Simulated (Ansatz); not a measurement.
**BH3O: molecular dynamics**

Purpose: to follow the molecule's vibrations and see whether its bonds hold. The start is relaxed first. Runs: 40 steps of 2.5 fs at constant energy, with velocities drawn for 700 K. SMILES of the start: BO.

Method: RKS PBE0-D4/def2-mTZVP, in Ansatz 0.2.0.

### 1 The structure to begin with

Bond lengths: B1–O2 1.410 Å, O2–H3 1.010 Å, B1–H4 1.190 Å, B1–H5 1.190 Å. Angles: B1–O2–H3 109.5°, O2–B1–H4 120.0°, O2–B1–H5 120.0°, H4–B1–H5 120.0°.

Coordinates:

```xyz
5

B     0.0000    0.0000    0.0000
O     0.0000    0.0000    1.4100
H    -0.9095   -0.2814    1.7471
H     1.0305    0.0000   -0.5950
H    -1.0305    0.0000   -0.5950
```

### 2 Preparing the start

input.yaml

```yaml
crystal:
  periodic: [false, false, false]
  atoms:
    - { symbol: B, position_ang: [0.0, 0.0, 0.0] }
    - { symbol: O, position_ang: [0.0, 0.0, 1.41] }
    - { symbol: H, position_ang: [-0.9095, -0.2814, 1.7471] }
    - { symbol: H, position_ang: [1.0305, 0.0, -0.595] }
    - { symbol: H, position_ang: [-1.0305, 0.0, -0.595] }
basis:
  gaussian: { orbitals: def2-mTZVP }
hamiltonian:
  xc: pbe0
  dispersion: d4
relax:
  f_tol: 0.02
  max_steps: 40
```

On the command line:

```sh
$ ansatz run input.yaml --threads 1 --pin off --max-ram 2048MiB --backend cpu --events-out ev --progress --plain --runs-dir out
```

Further steps of the session: Dynamics.

Before running it: what results should come out? Wanted: relaxation of the start; temperature, first and last step; temperature, second half; potential energy, second half; largest change of the total energy; bonds formed or broken.

The runs gave:

| quantity | value |
| --- | --- |
| relaxation of the start | 4 moves, 0.186 eV lower |
| length | 40 steps of 2.5 fs |
| temperature, first and last step | 700 and 258 K |
| temperature, second half | mean 353 K, from 238 to 525 K |
| potential energy, second half | +31 meV/atom from the start |
| largest change of the total energy | 6.95 meV/atom |
| bonds formed or broken | 0 |

The temperature starts at 700 K and averages 353 K in the second half, where it ranges from 238 to 525 K. About half is expected from a start at a minimum: kinetic energy passes into potential energy until both shares match. The total energy strays from its start by at most 6.95 meV/atom, 25 % of the mean kinetic energy, which is poor: the step of 2.5 fs is too long for the fastest motion. No bond forms or breaks. 100 fs on 5 atoms is far too short and small for converged averages. The nuclei move classically, without zero-point motion, which matters most for hydrogen.
